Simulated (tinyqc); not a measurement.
Born-Oppenheimer dynamics on the RHF/sto-3g surface (energies and gradients from PySCF), for BH, spin multiplicity 1, step by step. Computed by tinyqc, a small Python program that keeps every step (integrals from PySCF). Settings: charge = 0, multiplicity = 1, basis = sto-3g, time step (fs) = 0.5, steps = 16. Command: `OMP_NUM_THREADS=1 python tinyqc.py 28276 28277 out.jsonl` (the two numbers bound the seeds that draw the settings). One thread of a shared host (Intel(R) Xeon(R) Processor @ 2.60GHz), about 0.9 s of CPU time with the checks.

## Velocity Verlet step 1

positions (bohr):
```
         x       y       z
1B  0.0000  0.0000  0.0000
2H  0.0000  0.0000  2.2412
```

velocities (bohr per atomic time unit):
```
             x           y           z
1B  -0.0000130   0.0001425  -0.0000607
2H   0.0001420  -0.0015565   0.0006633
```

gradient (hartree/bohr):
```
           x         y          z
1B  0.000000  0.000000   0.015958
2H  0.000000  0.000000  -0.015958
```

masses (electron masses): 1B 20068.7353, 2H 1837.1526

gradient after step 1 (hartree/bohr):
```
            x          y          z
1B   0.000015  -0.000160   0.010278
2H  -0.000015   0.000160  -0.010278
```

dt = 0.5 fs = 20.6707 atomic units; x' = x + v dt - g dt^2 / (2m); after the new gradient g', v' = v - (g + g') dt / (2m).

positions after step 1 (bohr):
```
          x        y        z
1B  -0.0003   0.0029  -0.0014
2H   0.0029  -0.0322   2.2568
```

velocities after step 1 (bohr per atomic time unit):
```
             x           y           z
1B  -0.0000130   0.0001426  -0.0000742
2H   0.0001421  -0.0015574   0.0008109
```

## Velocity Verlet step 2

gradient after step 2 (hartree/bohr):
```
            x          y          z
1B   0.000011  -0.000118   0.003825
2H  -0.000011   0.000118  -0.003825
```

As before.

positions after step 2 (bohr):
```
          x        y        z
1B  -0.0005   0.0059  -0.0031
2H   0.0059  -0.0644   2.2747
```

velocities after step 2 (bohr per atomic time unit):
```
             x           y           z
1B  -0.0000130   0.0001427  -0.0000815
2H   0.0001422  -0.0015590   0.0008902
```

## Energy conservation

The total energy should stay constant up to terms of order dt^2; the step counts as short enough if it moves by less than 2 % of the largest kinetic energy.

Trajectory:
```
time (fs)  1B-2H (angstrom)  potential (hartree)  kinetic (hartree)  total (hartree)
0.0000               1.1860           -24.752592           0.002891       -24.749702
0.5000               1.1951           -24.752819           0.003112       -24.749707
1.0000               1.2059           -24.752962           0.003252       -24.749710
1.5000               1.2175           -24.752973           0.003262       -24.749711
2.0000               1.2290           -24.752844           0.003135       -24.749709
2.5000               1.2396           -24.752608           0.002903       -24.749705
3.0000               1.2484           -24.752327           0.002627       -24.749700
3.5000               1.2550           -24.752073           0.002376       -24.749697
4.0000               1.2588           -24.751906           0.002212       -24.749694
4.5000               1.2596           -24.751868           0.002175       -24.749694
5.0000               1.2574           -24.751967           0.002272       -24.749695
5.5000               1.2523           -24.752180           0.002482       -24.749698
6.0000               1.2447           -24.752455           0.002753       -24.749702
6.5000               1.2350           -24.752724           0.003017       -24.749707
7.0000               1.2239           -24.752918           0.003208       -24.749710
7.5000               1.2123           -24.752986           0.003275       -24.749711
8.0000               1.2009           -24.752912           0.003202       -24.749709
```

The total energy moves within 1.7e-05 hartree, under 2 % of the largest kinetic energy.
